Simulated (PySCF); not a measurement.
**Core-level binding energies of B(PH3)H3**

B(PH3)H3.
Structure used (PBE0-D3(BJ)/def2-SVP), in Å, numbered top down from 1:
```
atom  x, y, z in Å
B1    -0.0036    0.0088   -1.1025
P2     0.0019   -0.0060    0.8188
H3     0.6958    1.0296    1.4925
H4     0.5607   -1.1309    1.4746
H5    -1.2429    0.0666    1.4922
H6     1.1802   -0.0523   -1.3941
H7    -0.5417    1.0677   -1.3838
H8    -0.6504   -0.9835   -1.3978
```

Computed, not measured: PySCF, delta-SCF UKS SCAN, pcX-2 on the ionised atom, pcseg-1 elsewhere, spin-free X2C. Each binding energy is the total energy of the core-ionised species, with the hole localised on one atom, minus that of the ground state; both are solved self-consistently, so orbital relaxation is included.

Question: What binding energy does each computed site have?

Answer: 
```
atom(s)  bonded to    level  binding energy (eV)  2p1/2 (eV)  count
     B1  3 H and P     B 1s               193.83           –      1
     P2  3 H and B  P 2p3/2               138.33      139.23      1
     P2  3 H and B     P 1s              2151.98           –      1
```

Question: Give the binding energy of P 2p3/2 of P2 in hartree and in kJ/mol.

Answer: 138.33 eV = 5.0835 Eh = 13347 kJ/mol.

Spin–orbit and ligand-field terms were added within each 2p shell after the spin-free SCF. 2p1/2 minus 2p3/2 (ligand field included): P 0.89 eV. Geometry: PBE0-D3(BJ)/def2-SVP; no solvent, vibrations or thermal averaging.

Time: 6.9 s. Hardware: Arm Neoverse V1, one thread, on a shared host.
